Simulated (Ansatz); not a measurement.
# C₇H₁₆: small, medium and large basis sets

One table from this session's results is given with a row withheld; the runs are named, their logs left out.

Computed with Ansatz 0.2.0, Gaussian basis. Level: one geometry, several basis sets.

The runs, in order: PBE0-D4/def2-SVP; ωB97M-V/def2-SVP; PBE0-D4/def2-QZVPP; ωB97M-V/def2-QZVPP; the functionals' def2-TZVPP values are taken from earlier runs.

1 further run of the same task is left out (it didn't finish).

## The geometry

All runs share one geometry, relaxed beforehand with PBE0-D4 in a triple-zeta def2 set.

23 atoms, charge 0, spin multiplicity 1.

Atoms are counted from 1 here; the program's logs count them from 0.

Bond lengths: C1–C2 1.519 Å, C1–H8 1.094 Å, C1–H9 1.094 Å, C1–H10 1.092 Å, C2–C3 1.520 Å, C2–H11 1.097 Å, C2–H12 1.094 Å, C3–C4 1.527 Å, C3–H13 1.097 Å, C3–H14 1.099 Å, C4–C5 1.523 Å, C4–C6 1.528 Å, C4–H15 1.100 Å, C5–H16 1.091 Å, C5–H17 1.095 Å, C5–H18 1.092 Å, C6–C7 1.519 Å, C6–H19 1.098 Å and more. Angles: C2–C1–H8 111.1°, C2–C1–H9 111.0°, C2–C1–H10 111.7°, H8–C1–H9 107.4°, H8–C1–H10 107.7°, H9–C1–H10 107.7°, C1–C2–C3 112.5°, C1–C2–H11 109.6°, C1–C2–H12 109.2°, C3–C2–H11 109.1°, C3–C2–H12 110.1°, H11–C2–H12 106.1°, C2–C3–C4 115.4°, C2–C3–H13 108.5°, C2–C3–H14 109.3°, C4–C3–H13 108.5°, C4–C3–H14 108.9°, H13–C3–H14 105.8° and more.

Set-up of the first run:

in.yaml reads:

```yaml
crystal:
  periodic: [false, false, false]
  atoms:
    - {symbol: C, position_ang: [-3.173523, 0.958036, -0.294703]}
    - {symbol: C, position_ang: [-2.045205, -0.042059, -0.109436]}
    - {symbol: C, position_ang: [-0.678094, 0.622220, -0.074569]}
    - {symbol: C, position_ang: [0.495990, -0.310211, 0.212387]}
    - {symbol: C, position_ang: [0.664187, -1.360369, -0.877056]}
    - {symbol: C, position_ang: [1.771581, 0.505977, 0.413483]}
    - {symbol: C, position_ang: [2.974801, -0.293900, 0.883220]}
    - {symbol: H, position_ang: [-3.188940, 1.690135, 0.517708]}
    - {symbol: H, position_ang: [-3.058452, 1.510789, -1.231494]}
    - {symbol: H, position_ang: [-4.148671, 0.466028, -0.317641]}
    - {symbol: H, position_ang: [-2.197182, -0.600044, 0.822323]}
    - {symbol: H, position_ang: [-2.084027, -0.780804, -0.915867]}
    - {symbol: H, position_ang: [-0.692972, 1.408985, 0.690085]}
    - {symbol: H, position_ang: [-0.499663, 1.135477, -1.029404]}
    - {symbol: H, position_ang: [0.283898, -0.830847, 1.157891]}
    - {symbol: H, position_ang: [-0.234306, -1.968636, -0.995512]}
    - {symbol: H, position_ang: [0.873236, -0.882294, -1.840228]}
    - {symbol: H, position_ang: [1.487953, -2.042231, -0.658036]}
    - {symbol: H, position_ang: [2.013332, 1.018638, -0.526337]}
    - {symbol: H, position_ang: [1.563156, 1.296962, 1.142730]}
    - {symbol: H, position_ang: [3.296234, -1.027117, 0.140457]}
    - {symbol: H, position_ang: [3.826679, 0.360266, 1.082774]}
    - {symbol: H, position_ang: [2.749979, -0.834999, 1.807204]}
basis:
  gaussian: {orbitals: def2-SVP}
hamiltonian: {xc: pbe0, dispersion: d4}
output: {orbitals: {seedname: orbitals}}
```

Among the steps run: PBE0-D4 in def2-SVP; ωB97M-V in def2-SVP; PBE0-D4 in def2-QZVPP; ωB97M-V in def2-QZVPP.

One of the session's tables, all rows but one given; the rest of the session is left out.

It belongs to the step «Density functionals: the series». 

```
functional       basis  HOMO (eV)  LUMO (eV)
   PBE0-D4    def2-SVP      -8.54       1.81
   PBE0-D4  def2-TZVPP      -8.52       1.21
   PBE0-D4  def2-QZVPP      -8.53       0.79
   ωB97M-V    def2-SVP     -10.81       3.45
   ωB97M-V  def2-TZVPP          ?          ?
   ωB97M-V  def2-QZVPP     -10.80       1.94
```

Estimate the missing values for ωB97M-V, def2-TZVPP.

**Answer.** HOMO (eV): -10.80; LUMO (eV): 2.63.
